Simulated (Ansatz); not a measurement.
# H3O (doublet): the correlation ladder at distance H1–H2 along a hydrogen transfer = 1.098 Å, cc-pVDZ

Aim: climb from Hartree-Fock through coupled cluster and multireference methods for H3O (doublet) at one geometry and basis, and see what each rung misses.

The runs use Ansatz 0.2.0, Gaussian basis; cc-pVDZ, core rule «outside noble gas», up to 1 orbitals frozen.

To be run: UHF; CCSD(T) on ROHF; CCSD(T) on UHF; BCCD(T) on ROHF; CISD; CCSDT(Q) on ROHF; CCSDT(Q) on UHF; CCSDTQ on ROHF; CCSDTQ on UHF; CASSCF and MRCISD+Q, 3 electrons in 3 orbitals; CASSCF and NEVPT2, 3 electrons in 3 orbitals; CASSCF and MRCISD+Q, 9 electrons in 7 orbitals; CASSCF and NEVPT2, 9 electrons in 7 orbitals.

### 1 The system

The geometry derives from fragments relaxed apart (PBE0/def2-TZVP) and kept rigid, so it is no stationary point. A hydrogen atom is moved between rigid fragments.

4 atoms, charge 0, spin multiplicity 2.

Atoms are counted from 1 here; the program's logs count them from 0.

Bond lengths: H2–O3 1.131 Å, O3–H4 0.973 Å. Angles: H2–O3–H4 105.0°.

### 2 UHF

in.yaml reads:

```yaml
crystal:
  periodic: [false, false, false]
  atoms:
    - {symbol: H, position_ang: [-2.064316, 0.049803, 0.000000]}
    - {symbol: H, position_ang: [-0.966316, 0.049803, 0.000000]}
    - {symbol: O, position_ang: [0.164684, 0.049803, 0.000000]}
    - {symbol: H, position_ang: [0.416543, -0.890147, 0.000000]}
basis:
  gaussian: {orbitals: cc-pVDZ}
magnetization: {spin_polarized: true, initial_magnetization: 1}
hamiltonian: {xc: hf}
output: {orbitals: {seedname: orbitals}}
```

The run is started by

```console
ansatz run in.yaml --threads 1 --pin off --events-out ev --progress --plain --max-ram 2816MiB --backend cpu
```

The runs that follow: CCSD(T) on ROHF; CCSD(T) on UHF; BCCD(T) on ROHF; CISD; CCSDT(Q) on ROHF; CCSDT(Q) on UHF; CCSDTQ on ROHF; CCSDTQ on UHF; CASSCF and MRCISD+Q, 3 electrons in 3 orbitals; CASSCF and NEVPT2, 3 electrons in 3 orbitals; CASSCF and MRCISD+Q, 9 electrons in 7 orbitals; CASSCF and NEVPT2, 9 electrons in 7 orbitals.

Before running them: what should the planned runs give, taken together? Wanted: UCCSDTQ below the RHF energy; RMP2 from UCCSDTQ; UMP2 from UCCSDTQ; RCCSD from UCCSDTQ; RCCSD(T) from UCCSDTQ; UCCSD(T) from UCCSDTQ; RCCSDT(Q) from UCCSDTQ; UCCSDT(Q) from UCCSDTQ; NEVPT2 pair from UCCSDTQ.

The runs gave:

| quantity | value |
| --- | --- |
| UCCSDTQ below the RHF energy | -6.4228 eV |
| RMP2 from UCCSDTQ | +46.1 kJ/mol |
| UMP2 from UCCSDTQ | +50.4 kJ/mol |
| RCCSD from UCCSDTQ | +13.6 kJ/mol |
| RCCSD(T) from UCCSDTQ | +2.5 kJ/mol |
| UCCSD(T) from UCCSDTQ | +2.3 kJ/mol |
| RCCSDT(Q) from UCCSDTQ | -0.1 kJ/mol |
| UCCSDT(Q) from UCCSDTQ | -0.1 kJ/mol |
| NEVPT2 pair from UCCSDTQ | +38.6 kJ/mol |
| MRCISD+Q pair from UCCSDTQ | +5.5 kJ/mol |
| NEVPT2 valence from UCCSDTQ | +65.5 kJ/mol |
| levels within 1 kcal/mol (43 meV) | RCCSD(T), UCCSD(T), BCCD(T), RCCSDT, UCCSDT, RCCSDT(Q), UCCSDT(Q), RCCSDTQ, MRCISD+Q valence |
| T1 diagnostic | 0.030 |
| effectively unpaired electrons | 1.02 |

What this shows: RCCSD(T) lands +2.5 kJ/mol from the yardstick (0.4 % of the correlation energy). One determinant dominates. Of the multireference levels listed MRCISD+Q valence comes nearest in total energy (+2.2 kJ/mol), which doesn't show that its space is the better one. These misses are within one basis, not against nature; the frozen cores of restricted and unrestricted runs differ, which can shift their rows.
